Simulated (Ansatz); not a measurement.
Computed with Ansatz on PBE0-D4/def2-TZVP structures; ΔE is electronic, products minus reactants. CBS: MP2 limit from def2 TZ/QZ plus the TZ coupled-cluster correction, frozen cores. This one scheme is used for every species. Double bonds are as drawn, so ΔE can hold a change between cis and trans. Triplets are unrestricted, without spin–orbit coupling. One conformer a species, not always the lowest.

`C/C(F)=C/CF` → `F/C=C\CF` + `[CH2]` (triplet)  (formal loss of a carbene)

| species | MP2/def2-QZVPP energy (Eh) |
| --- | --- |
| `C/C(F)=C/CF` | -355.22771 |
| `F/C=C\CF` | -315.98223 |
| `[CH2]` (triplet) | -39.06604 |

**Question.** Work out ΔE.

**Answer.** ΔE = (-315.98223) + (-39.06604) − (-355.22771) = 0.17944 Eh = +471.1 kJ/mol. CCSD(T)/CBS gives +461.7 kJ/mol.

Largest T1 diagnostic among the species: 0.012.

From r2SCAN to r2SCAN0 (25 % exact exchange), in def2-TZVPP and without D4, ΔE moves by −4.3 kJ/mol. The D4 term adds +9.2 kJ/mol with B3LYP and +5.0 kJ/mol with PBE0; it sums over pairs of atoms, weighted by their polarisabilities, and B3LYP, whose exchange is more repulsive, gets the larger term.

B3LYP here is the variant with VWN-RPA as its local correlation; programs differ in this.
